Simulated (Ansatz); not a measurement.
Reaction (atomization): `[OH2+][AlH3-]` → Al• + 5 H• + O•

Program: Ansatz. Geometries: PBE0-D4/def2-TZVP. ΔE: electronic, gas phase. CCSD(T)/CBS is frozen-core, at the limit of the def2 triple- and quadruple-zeta sets. Functionals use def2-TZVPP. HSE06 is defined as in plane-wave codes. No spin–orbit coupling; open shells (•) take unrestricted orbitals. Spin–orbit coupling would lower the free atoms: a little for Al, O.

CCSD(T)/CBS gives +468.2 kcal/mol.

Question: Another level gave +456.8 kcal/mol. Which?
A. PBE/def2-TZVPP
B. HSE06/def2-TZVPP
C. PBE-D4/def2-TZVPP
D. r2SCANh/def2-TZVPP

Answer: A. PBE 456.8, r2SCANh 460.9, PBE-D4 458.5, HSE06 452.6 kcal/mol.

Largest T1 diagnostic among the species: 0.018.

In def2-TZVPP, CCSD(T) changes the Hartree–Fock value by +116.0 kcal/mol (the triples alone add +3.8 kcal/mol) and MP2 by +114.3 kcal/mol; breaking electron pairs costs correlation energy, which Hartree–Fock lacks. The D4 term adds +2.7 kcal/mol with B3LYP and +1.4 kcal/mol with PBE0; it sums over pairs of atoms, weighted by their polarisabilities, and B3LYP, whose exchange is more repulsive, gets the larger term.

B3LYP here is the variant with VWN-RPA as its local correlation; programs differ in this.

CCSD(T)/CBS has its own doubt, a few kJ/mol and more with outer-core shells, so smaller differences from it don't rank the levels.
